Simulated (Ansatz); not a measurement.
Compare A (`NCCC=O`) with its isomer B (`CNC(C)=O`).

Program: Ansatz. Geometries: PBE0-D4/def2-TZVP. ΔE: electronic, gas phase. CBS: MP2 limit from def2 TZ/QZ plus the TZ coupled-cluster correction, frozen cores. Functionals use def2-TZVPP. B3LYP here is the variant with VWN-RPA as its local correlation; programs differ in this. Each species was taken in one conformer, which may not be the lowest.

**Question.** Which isomer does CCSD(T)/CBS put lower? Give the gap. (Best estimate.)

**Answer.** Computed: B, by 85.1 kJ/mol.

**Question.** Give E(B) − E(A) in kJ/mol with MP2/def2-TZVPP, PBE0-D4, r2SCAN-D4, B3LYP, B2PLYP, PBE-D4, B3LYP-D4. (Best estimate.)

**Answer.** The calculation gave: MP2/def2-TZVPP -89.1, PBE0-D4 -98.8, r2SCAN-D4 -104.0, B3LYP -96.5, B2PLYP -93.8, PBE-D4 -100.6, B3LYP-D4 -97.6. None reverses the order clearly.

Largest T1 diagnostic: 0.014.
